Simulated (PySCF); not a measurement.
**Does the structure fit the spectrum?**

A compound C3H7FO2 gives the data below (simulated from a calculation) and was assigned the structure `COCOCF`.

¹³C{¹H} NMR (computed): δ 125.9 (CH, d, J = 289.1 Hz), 55.4 (CH3, d, J = 3.1 Hz, 2C).

¹H NMR (500 MHz, computed): δ 5.65 (d, J = 83.7 Hz, 1H), 3.62 (s, 6H).

Relativity neglected, rapidly exchanging positions averaged, one conformer, in vacuum. GFN2-xTB structure; spin–spin couplings from B3LYP/pcJ-1 (spin–dipole term only in couplings to heteroatoms); σ from GIAO-PBE0/pcSseg-1; PySCF.

Scale: ¹H (σref 31.72), ¹³C (σref 186.93) against TMS (reference shieldings calculated alike).

Q: Compare with the shifts computed for the proposed structure, pairing carbons in order of shift.

A: Structure with atom numbers: `[CH3:1][O:2][CH2:3][O:4][CH2:5][F:6]` (H(Xn): hydrogen on atom n).

| atom | computed for proposal | given list | difference |
| --- | --- | --- | --- |
| C5 | 101.3 | 125.9 | -24.6 |
| C3 | 95.6 | 55.4 | +40.2 |
| C1 | 57.6 | 55.4 | +2.2 |

The rms difference is 27.2 ppm and the largest +40.2 ppm at C3 (sp3 carbon bearing two oxygens). The proposal also would give 3 carbon signals, not 2. The carbon types in order of shift don't match either: CH2, CH2, CH3 for the proposal against CH, CH3, CH3 in the data. The proposal doesn't fit.

Q: Which isomer fits?

A: `COC(F)OC`.

Carbon types of the structure: 1 × CH, 2 × CH3, which accounts for all hydrogens. δC 125.9: sp3 carbon bearing two oxygens; 3 electronegative neighbours deshield it. δC 55.4: methyl carbon bonded to O; pulled downfield by the heteroatom. δH 5.65: hydrogen on an sp3 carbon bearing two oxygens; its carbon carries F and O, which withdraws density. δH 3.62: hydrogen on a methyl carbon bonded to O; its carbon carries O, an electronegative neighbour.

The data come from this structure; uniqueness wasn't tested.

Common functionals overestimate the size of one-bond C–F couplings by tens of Hz; these are unscaled. Multiplet labels drop couplings under 1 Hz and merge nearly equal ones. Shifts are as computed. Against solution values, carbons near 30 ppm lie about +3 ppm off and those near 130 ppm about +5 ppm. Of 1211 compounds with measured shifts, 218 miss one by over three times the rms of a fit or turn the order of signals round; such compounds aren't used in these exercises.
